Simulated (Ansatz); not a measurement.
We consider fluorite SrCl2, described by r²SCAN0 in Ansatz (PAW).

Settings: plane-wave cutoff 520 eV, 6×6×6 k mesh, Fermi–Dirac smearing 0.01 eV, scalar-relativistic PAW data made under PBE.

The cell is scaled about its equilibrium volume:

```csv
V (Å³/atom),P (GPa),direct gap at Γ (eV),smallest gap on the k mesh (eV)
26.918,2.20,8.260,7.795
27.608,1.05,8.148,7.763
28.334,-0.01,8.035,7.661
29.043,-0.90,7.929,7.565
29.751,-1.68,7.826,7.472
```

The fundamental gap (7.66 eV at the equilibrium volume, on the SCF mesh) lies elsewhere than Γ–Γ.

Measured, for comparison: band gap 7.5 eV (temperature not stated, no zero-point or thermal correction; as tabulated in Aguado et al. (1999), arXiv:cond-mat/9901145).

Spin–orbit coupling is not included.

Ansatz is a program for electronic structure.
